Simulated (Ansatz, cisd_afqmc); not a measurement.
Species: HS, charge -1, singlet. HS- (parent SMILES [SH], singlet).
B3LYP-D3(BJ)/def2-TZVP minimum from Ansatz (a program for electronic structure):
```
S
H 1 1.3492
```
Charge -1, spin multiplicity 1.

Total energies in aug-cc-pV(D+d)Z, 8 correlated electrons, 5 frozen orbitals. UHF or UKS for unpaired electrons; spin-orbit terms are left out. Cores are frozen in correlated methods. No relativity. The Monte Carlo rows (phaseless AFQMC, CISD trial, step 0.005/hartree) carry one-sigma bars that omit the constraint's bias. Outlying blocks are dropped, and bars are widened where a walk drifts. Over all cases where full CI ran beside it in this data, AFQMC minus full CI had a median of +0.1 mEh and passed +0.4 mEh in a tenth of the cases. The spin of HS- (parent SMILES [SH], singlet) was assumed, and the state is the lowest solution found for it.

```json
[
 {"method": "HF", "program": "Ansatz", "energy (Eh)": "-398.13557", "minus CCSDTQ (mEh)": "186.53"},
 {"method": "MP2", "program": "Ansatz", "energy (Eh)": "-398.29711", "minus CCSDTQ (mEh)": "24.99"},
 {"method": "CCSD", "program": "Ansatz", "energy (Eh)": "-398.31490", "minus CCSDTQ (mEh)": "7.21"},
 {"method": "CCSD(T)", "program": "Ansatz", "energy (Eh)": "-398.32106", "minus CCSDTQ (mEh)": "1.05"},
 {"method": "CCSDT(Q)", "program": "Ansatz", "energy (Eh)": "-398.32210", "minus CCSDTQ (mEh)": "0.01"},
 {"method": "CCSDTQ", "program": "Ansatz", "energy (Eh)": "-398.32211", "minus CCSDTQ (mEh)": "0.00"},
 {"method": "AFQMC/CISD", "program": "cisd_afqmc", "energy (Eh)": "-398.3220 ± 0.0004", "minus CCSDTQ (mEh)": "0.1 ± 0.4"}
]
```

Rough core times of Ansatz's runs on a shared machine: CCSD(T) under 20 s, CCSDT(Q) under 20 s, CCSDTQ 2 min.
